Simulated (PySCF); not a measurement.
Identify the unknown among the candidates.

All candidates are C4H10N2.

- 1H NMR: chemical shifts (computed TMS as zero) by class: 10.76 (1 H), 8.31 (1 H), 3.51 (2 H), 2.75 (2 H), 1.46 (1 H), 1.16 (3 H) ppm [GIAO PBE0/pcSseg-1]
- 13C NMR: chemical shifts (computed TMS as zero) by class: 176.7 (1 C), 60.4 (1 C), 47.0 (1 C), 18.0 (1 C) ppm [GIAO PBE0/pcSseg-1]
- Rotational structure: rotational constants A, B, C: 7.185, 2.032, 1.752 GHz [GFN2-xTB]
- NMR, other nuclei: isotropic shieldings of nuclei other than C and H, by class: -78 (1 N), 221 (1 N) ppm [GIAO PBE0/pcSseg-1]
- Dipole: 2.17 D [PBE0/pcSseg-1]

The electronic properties come from PySCF, for the isolated species, density fitting. Levels stand in brackets. Geometry: GFN2-xTB, one conformer, isolated molecule. NMR values are class means; diastereotopic atoms form classes of their own.

Question: Which candidate is it?
A. `C[C@@H]1CCNN1`
B. `C1CNCCN1`
C. `CN1CCCN1`
D. `[H]/N=C/CNCC`

Answer: D. It is `[H]/N=C/CNCC`. Numbering: `[H]/[N:6]=[CH:5]/[CH2:4][NH:3][CH2:2][CH3:1]`. Its formula, C4H10N2, gives 1 degree of unsaturation: 0 rings and 1 π bond in the structure found. 4 carbons fall into 4 classes; from least to most shielded: imine carbon [C5] (176.7 ppm), sp3 carbon bound to nitrogen [C4] (60.4 ppm), sp3 carbon bound to nitrogen [C2] (47.0 ppm), methyl carbon [C1] (18.0 ppm). Hydrogen classes from least to most shielded: 1 H on an imine nitrogen, N6 (10.76 ppm), 1 H on an imine carbon, C5 (8.31 ppm), 2 H on an sp3 carbon bound to nitrogen, C4 (3.51 ppm), 2 H on an sp3 carbon bound to nitrogen, C2 (2.75 ppm, a mean of values up to 1.3 ppm apart in this geometry), 1 H on a secondary amine nitrogen, N3 (1.46 ppm), 3 H on a methyl carbon, C1 (1.16 ppm). The other shieldings belong to: -78 ppm, imine nitrogen [N6]; 221 ppm, secondary amine nitrogen [N3]. The optimised geometry has point group C1 and is an asymmetric top.

The others, at the same levels:
- `C[C@@H]1CCNN1` fails: its computed 13C shifts are 61.2 (1 C), 54.4 (1 C), 39.8 (1 C), 20.5 (1 C) ppm, 1H shifts are 3.10 (1 H), 3.02 (1 H), 2.70 (1 H), 2.60 (1 H), 1.96 (1 H), 1.93 (1 H), 1.23 (1 H), 1.18 (3 H) ppm and rotational constant A is 6.491 GHz (against 7.185 GHz).
- `C1CNCCN1` fails: it has 1 carbon class against 4; its computed 13C shifts are 54.0 (4 C) ppm, 1H shifts are 2.69 (8 H), 0.24 (2 H) ppm and rotational constant A is 4.767 GHz (against 7.185 GHz).
- `CN1CCCN1` fails: its computed 13C shifts are 57.6 (1 C), 47.2 (1 C), 44.9 (1 C), 28.3 (1 C) ppm, 1H shifts are 3.02 (2 H), 2.85 (1 H), 2.76 (2 H), 2.44 (3 H), 1.90 (2 H) ppm and rotational constant A is 5.517 GHz (against 7.185 GHz).

Each candidate is one conformer, not necessarily the lowest. The conformers computed, where there is a choice (atom-mapped SMILES and torsion angles):
- `[H]/[N:6]=[CH:5]/[CH2:4][NH:3][CH2:2][CH3:1]`: C1–C2–N3–C4 -179°, C2–N3–C4–C5 73°, N3–C4–C5–N6 9°

The conformers of `C[C@@H]1CCNN1` and `CN1CCCN1` aren't listed.
